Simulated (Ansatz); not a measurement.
The same path of CH$_{6}$Si (8 atoms, charge 0, multiplicity 1) was run twice with different band settings. Lost on the way: Si1–C2, Si1–H6. Made: C2–H6.

All numbers below come from Ansatz, RKS PBE0-D4/def2-SVP.

Relaxed end points:

```xyz
8
Properties=species:S:1:pos:R:3
Si 0.381 0.011 0.051
C 0.871 -0.012 1.865
H -0.014 -0.125 2.509
H 1.555 -0.849 2.074
H 1.380 0.923 2.144
H 1.587 0.163 -0.821
H -0.547 1.150 -0.232
H -0.311 -1.260 -0.327
```

```xyz
8
Properties=species:S:1:pos:R:3
Si 0.156 0.010 -0.870
C 1.210 0.016 1.740
H 0.145 -0.178 1.906
H 1.812 -0.800 2.159
H 1.493 0.984 2.172
H 1.486 0.061 0.652
H -0.749 1.058 -0.216
H -0.651 -1.152 -0.281
```

Common settings: movable images 7; climbing image yes; spring 5.0 eV/Å²; start path through a guess of the saddle point; force threshold 0.05 eV/Å; iteration limit 60; end points relaxed.

| run | optimiser |
| --- | --- |
| 1 | quadratic models (default) |
| 2 | lbfgs |

What does each run give, and how far can it be trusted?

Run 1: converged after 6 iterations, highest image 3.070 eV above the first end. Neighbouring images differ by up to 1.3 eV, so the band resolves the path poorly. A vibrational analysis at the climbing image gives one clearly imaginary mode, 1218i cm⁻¹: a first-order saddle point.
Run 2: converged after 54 iterations, highest image 3.071 eV above the first end. Neighbouring images differ by up to 1.3 eV, so the band resolves the path poorly. Another band between the same ends (7 images) ends at a top of the same energy, where a vibrational analysis finds 1 clearly imaginary mode.
The orbitals stay closed-shell, which can raise the energy where a bond breaks towards radicals; this wasn't checked here.
